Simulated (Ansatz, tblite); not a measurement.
Isomers of SiO2⁺ (doublet), found by a short tight-binding search and relaxed with PBE0-D4/def2-TZVP in Ansatz.

The xTB rows come from tblite. Correlated methods freeze 7 core orbitals. In CCSD on the charge 1 doublet the largest single amplitude is 0.26, so its Hartree–Fock determinant may place the open shell otherwise than the density functionals do.

Run but left out: HF/def2-TZVP, HF/def2-TZVPP, MP2/def2-TZVPP (B: ⟨S²⟩ 1.21, where a pure state has 0.75).

B: At CCSD(T)/def2-TZVPP T1 of the charge 1 doublet is large (up to 0.079), so the single-reference result is doubtful. At CCSD(T)/def2-TZVPP the charge 1 doublet is spin-contaminated (final ⟨S²⟩ up to 1.21, 0.75 for a pure state).

Other spin states were run for one of them alone.

A:

```xyz
3

Si    0.0015    0.7692   -0.7812
O    -0.4217   -0.7542    0.0259
O     0.4202   -0.0150    0.7553
```

B:

Cartesian coordinates in Å:
```
Si 0.0003 0.0003 0.0000
O -0.1361 -0.0639 -1.5344
O 0.1357 0.0637 1.5344
```

**Question.** Estimate which lies lowest at each level, and how far above it the others are (eV).

**Answer.** 
```csv
level,A,B
GFN1-xTB,1.05,0.00
GFN2-xTB,2.91,0.00
PBE-D4/def2-TZVP,0.07,0.00
r2SCAN-D4/def2-TZVP,0.25,0.00
PBE0-D4/def2-TZVP,0.00,0.19
CAM-B3LYP-D4/def2-TZVP,0.00,0.24
CCSD/def2-TZVPP,0.00,0.17
CCSD(T)/def2-TZVPP,0.00,0.08
```
Point groups (tolerance 0.1 Å): A C2v, B D∞h. Lower isomers may exist.
